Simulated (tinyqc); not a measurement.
MP2 on RHF in the sto-3g basis, frozen core, for OH-, spin multiplicity 1, step by step. The basis has no diffuse functions, so it cannot describe the extra electron: this is an exercise in the method, not the real anion. Computed by tinyqc, a small Python program that keeps every step (integrals from PySCF). Settings: charge = -1, multiplicity = 1, basis = sto-3g, method = RHF, frozen orbitals = 1, energy threshold = 1e-10, iteration cap = 77, orthogonalisation = symmetric, start = core, DIIS depth = 6. Command: `OMP_NUM_THREADS=1 python tinyqc.py 22575 22576 out.jsonl` (the two numbers bound the seeds that draw the settings). One thread of a shared host (Intel(R) Xeon(R) Processor @ 2.60GHz), about 0.1 s of CPU time with the checks. The early iterations of the SCF are left out here.

## One-electron integrals

Geometry (angstrom):
```
atom         x         y         z
O     0.000000  0.000000  0.000000
H     0.000000  0.000000  1.234000
```

Basis sto-3g: exponents (1/bohr^2) and contraction coefficients of normalised primitives:
```
element  l (shell)    exponent  coefficient
O            s (1)  130.709320     0.154329
O            s (1)   23.808861     0.535328
O            s (1)    6.443608     0.444635
O            s (2)    5.033151    -0.099967
O            s (2)    1.169596     0.399513
O            s (2)    0.380389     0.700115
O            p (3)    5.033151     0.155916
O            p (3)    1.169596     0.607684
O            p (3)    0.380389     0.391957
H            s (1)    3.425251     0.154329
H            s (1)    0.623914     0.535328
H            s (1)    0.168855     0.444635
```

Overlap, kinetic and nuclear-attraction integrals over the contracted functions; the nuclear repulsion is the sum of Za Zb / Rab.

nuclear repulsion = 3.43064642 hartree

overlap S, lower triangle:
```
           1O 1s     1O 2s    1O 2px    1O 2py    1O 2pz     2H 1s
1O 1s   1.000000
1O 2s   0.236704  1.000000
1O 2px  0.000000  0.000000  1.000000
1O 2py  0.000000  0.000000  0.000000  1.000000
1O 2pz  0.000000  0.000000  0.000000  0.000000  1.000000
2H 1s   0.028008  0.313124  0.000000  0.000000  0.289424  1.000000
```

kinetic energy T (hartree), lower triangle:
```
            1O 1s     1O 2s    1O 2px    1O 2py    1O 2pz     2H 1s
1O 1s   29.003200
1O 2s   -0.168011  0.808128
1O 2px   0.000000  0.000000  2.528731
1O 2py   0.000000  0.000000  0.000000  2.528731
1O 2pz   0.000000  0.000000  0.000000  0.000000  2.528731
2H 1s   -0.008557  0.032870  0.000000  0.000000  0.117773  0.760032
```

nuclear attraction V (hartree), lower triangle:
```
             1O 1s      1O 2s     1O 2px     1O 2py     1O 2pz      2H 1s
1O 1s   -61.047286
1O 2s    -7.284585  -9.479896
1O 2px    0.000000   0.000000  -9.384916
1O 2py    0.000000   0.000000   0.000000  -9.384916
1O 2pz   -0.009340  -0.116205   0.000000   0.000000  -9.451694
2H 1s    -0.881335  -2.188120   0.000000   0.000000  -1.783114  -4.615505
```

core Hamiltonian H = T + V (hartree), lower triangle:
```
             1O 1s      1O 2s     1O 2px     1O 2py     1O 2pz      2H 1s
1O 1s   -32.044086
1O 2s    -7.452596  -8.671768
1O 2px    0.000000   0.000000  -6.856185
1O 2py    0.000000   0.000000   0.000000  -6.856185
1O 2pz   -0.009340  -0.116205   0.000000   0.000000  -6.922963
2H 1s    -0.889893  -2.155250   0.000000   0.000000  -1.665340  -3.855473
```

## Two-electron integrals

Functions are numbered as in S; the eight-fold symmetry (ij|kl) = (ji|kl) = (kl|ij) leaves the list below.

Two-electron integrals (ij|kl) in chemists' order, unique and non-zero (hartree):
```
(11|11) 4.785065   (21|11) 0.741380   (21|21) 0.136873   (22|11) 1.118947
(22|21) 0.256633   (22|22) 0.817206   (31|31) 0.024477   (32|31) 0.037809
(32|32) 0.180518   (33|11) 1.115814   (33|21) 0.256684   (33|22) 0.817023
(33|33) 0.880159   (41|41) 0.024477   (42|41) 0.037809   (42|42) 0.180518
(43|43) 0.047444   (44|11) 1.115814   (44|21) 0.256684   (44|22) 0.817023
(44|33) 0.785270   (44|44) 0.880159   (51|51) 0.024477   (52|51) 0.037809
(52|52) 0.180518   (53|53) 0.047444   (54|54) 0.047444   (55|11) 1.115814
(55|21) 0.256684   (55|22) 0.817023   (55|33) 0.785270   (55|44) 0.785270
(55|55) 0.880159   (61|11) 0.088655   (61|21) 0.016249   (61|22) 0.030338
(61|33) 0.030280   (61|44) 0.030280   (61|51) 0.000725   (61|52) 0.001374
(61|55) 0.030458   (61|61) 0.001952   (62|11) 0.244383   (62|21) 0.056880
(62|22) 0.204184   (62|33) 0.200531   (62|44) 0.200531   (62|51) 0.004250
(62|52) 0.034327   (62|55) 0.211286   (62|61) 0.006898   (62|62) 0.066538
(63|31) 0.005590   (63|32) 0.033836   (63|53) 0.006880   (63|63) 0.008868
(64|41) 0.005590   (64|42) 0.033836   (64|54) 0.006880   (64|64) 0.008868
(65|11) 0.188369   (65|21) 0.044366   (65|22) 0.170095   (65|33) 0.162641
(65|44) 0.162641   (65|51) 0.008459   (65|52) 0.060459   (65|55) 0.184806
(65|61) 0.005583   (65|62) 0.067454   (65|65) 0.076511   (66|11) 0.423414
(66|21) 0.100102   (66|22) 0.414260   (66|33) 0.398954   (66|44) 0.398954
(66|51) 0.008585   (66|52) 0.098322   (66|55) 0.444395   (66|61) 0.012202
(66|62) 0.180345   (66|65) 0.208900   (66|66) 0.774606
```

## Orthogonalisation

S = U s U^T; symmetric (Loewdin) form X = U s^(-1/2) U^T, so that X^T S X = 1.

eigenvalues of S: 0.545246  0.841722  1.000000  1.000000  1.136967  1.476066

X, lower triangle:
```
            1O 1s      1O 2s    1O 2px    1O 2py     1O 2pz     2H 1s
1O 1s    1.022567
1O 2s   -0.127754   1.066647
1O 2px   0.000000   0.000000  1.000000
1O 2py   0.000000   0.000000  0.000000  1.000000
1O 2pz  -0.004549   0.040337  0.000000  0.000000   1.036374
2H 1s    0.017105  -0.181307  0.000000  0.000000  -0.164145  1.079574
```

## Iteration 7 (converged): orbitals

converged F (hartree), lower triangle:
```
             1O 1s      1O 2s    1O 2px    1O 2py     1O 2pz     2H 1s
1O 1s   -19.475869
1O 2s    -4.989292  -1.803300
1O 2px    0.000000   0.000000  0.195987
1O 2py    0.000000   0.000000  0.000000  0.195987
1O 2pz   -0.016188   0.008760  0.000000  0.000000   0.535717
2H 1s    -0.603200  -0.459613  0.000000  0.000000  -0.260142  0.067239
```

Diagonalise F' = X^T F X, C = X C', fill 5 alpha and 5 beta electrons from the bottom; D = 2 C_occ C_occ^T. Each column has its largest component positive (the first on a tie).

F' = X^T F X (hartree), lower triangle:
```
            1          2         3         4          5         6
1  -19.109543
2   -2.640681  -0.852146
3    0.000000   0.000000  0.195987
4    0.000000   0.000000  0.000000  0.195987
5   -0.043306   0.118544  0.000000  0.000000   0.670283
6   -0.041204  -0.312321  0.000000  0.000000  -0.425010  0.309226
```

orbital energies (hartree): MO1 -19.484210, MO2 -0.581627, MO3 0.081500, MO4 0.195987, MO5 0.195987, MO6 1.002158

coefficients C:
```
              MO1        MO2        MO3        MO4       MO5        MO6
1O 1s    0.994563  -0.250705   0.080386   0.000000  0.000000  -0.061719
1O 2s    0.022530   0.954331  -0.407667   0.000000  0.000000   0.333331
1O 2px   0.000000   0.000000   0.000000  -0.228019  0.973657   0.000000
1O 2py   0.000000   0.000000   0.000000   0.973657  0.228019   0.000000
1O 2pz   0.001895   0.003831   0.487164   0.000000  0.000000   0.930224
2H 1s   -0.004098   0.181901   0.762717   0.000000  0.000000  -0.781502
```

D after iteration 7, lower triangle:
```
            1O 1s      1O 2s    1O 2px    1O 2py    1O 2pz     2H 1s
1O 1s    2.116939
1O 2s   -0.499237   2.154895
1O 2px   0.000000   0.000000  2.000000
1O 2py   0.000000   0.000000  0.000000  2.000000
1O 2pz   0.080171  -0.389803  0.000000  0.000000  0.474694
2H 1s    0.023266  -0.274865  0.000000  0.000000  0.744515  1.229685
```

Within a degenerate level the vectors are fixed only up to a rotation; this is one choice.

## Convergence

Stop when the energy changes by less than 1e-10 hartree and every element of the error matrix X^T (F D S - S D F) X is below 3e-06.

Course of the cycle:
```
iteration   E (hartree)     change  largest element of the error matrix
1          -72.93891138          -                             5.53e-01
2          -73.99846859  -1.06e+00                             2.15e-01
3          -74.04841539  -4.99e-02                             6.02e-02
4          -74.05179933  -3.38e-03                             5.00e-03
5          -74.05181361  -1.43e-05                             5.76e-04
6          -74.05181385  -2.36e-07                             7.18e-07
7          -74.05181385  -3.27e-13                             4.46e-08
```

PySCF RHF in the same basis = -74.05181385 hartree

Converged in 7 iterations.

## Integrals over molecular orbitals

(pq|rs) = sum C_ip C_jq C_kr C_ls (ij|kl), one index at a time.

one-electron integrals over orbitals h = C^T H C (hartree), lower triangle:
```
            1          2          3          4          5          6
1  -32.027406
2    0.611699  -7.143648
3   -0.188604   0.681347  -5.006671
4    0.000000   0.000000   0.000000  -6.856185
5    0.000000   0.000000   0.000000   0.000000  -6.856185
6    0.146983  -0.734786  -1.548555   0.000000   0.000000  -5.736846
```

Two-electron integrals over orbitals (pq|rs), unique and non-zero (hartree); the lowest 1 orbital is frozen and left out:
```
(22|22) 0.740977    (32|22) -0.065855   (32|32) 0.119322    (33|22) 0.564325
(33|32) 0.022598    (33|33) 0.616036    (42|42) 0.159395    (43|42) -0.040878
(43|43) 0.028857    (44|22) 0.771707    (44|32) -0.096973   (44|33) 0.544497
(44|44) 0.880159    (52|52) 0.159395    (53|52) -0.040878   (53|53) 0.028857
(54|54) 0.047444    (55|22) 0.771707    (55|32) -0.096973   (55|33) 0.544497
(55|44) 0.785270    (55|55) 0.880159    (62|22) 0.077976    (62|32) 0.052723
(62|33) 0.000994    (62|44) 0.081909    (62|55) 0.081909    (62|62) 0.111414
(63|22) 0.156746    (63|32) -0.108118   (63|33) -0.011820   (63|44) 0.179851
(63|55) 0.179851    (63|62) 0.019874    (63|63) 0.184251    (64|42) 0.030317
(64|43) 0.014557    (64|64) 0.037972    (65|52) 0.030317    (65|53) 0.014557
(65|65) 0.037972    (66|22) 0.675064    (66|32) 0.002881    (66|33) 0.610564
(66|44) 0.669608    (66|55) 0.669608    (66|62) 0.077597    (66|63) 0.076733
(66|66) 0.707364
```

## Second-order Moller-Plesset energy

Hartree-Fock energy = -74.05181385 hartree

E2 = sum_ijab (ia|jb) [2 (ia|jb) - (ib|ja)] / (e_i + e_j - e_a - e_b) over occupied i, j and virtual a, b; the opposite-spin part is (ia|jb)^2 / denominator, the rest is same-spin, and SCS-MP2 scales them by 6/5 and 1/3.

Terms:
```
i  j  a  b   (ia|jb)   (ib|ja)  denominator       term
3  3  6  6  0.184251  0.184251    -1.841317  -0.018437
2  2  6  6  0.111414  0.111414    -3.167571  -0.003919
4  4  6  6  0.037972  0.037972    -1.612343  -0.000894
5  5  6  6  0.037972  0.037972    -1.612343  -0.000894
3  2  6  6  0.019874  0.019874    -2.504444  -0.000158
2  3  6  6  0.019874  0.019874    -2.504444  -0.000158
```

Pair energies (hartree; pair i-j sums ij and ji):
```
pair  opposite spin  same spin
2-2       -0.003919   0.000000
3-2       -0.000315   0.000000
3-3       -0.018437   0.000000
4-4       -0.000894   0.000000
5-5       -0.000894   0.000000
```

MP2 correlation energy = -0.02445988 hartree

SCS-MP2 correlation energy = -0.02935185 hartree

MP2 total energy = -74.07627373 hartree
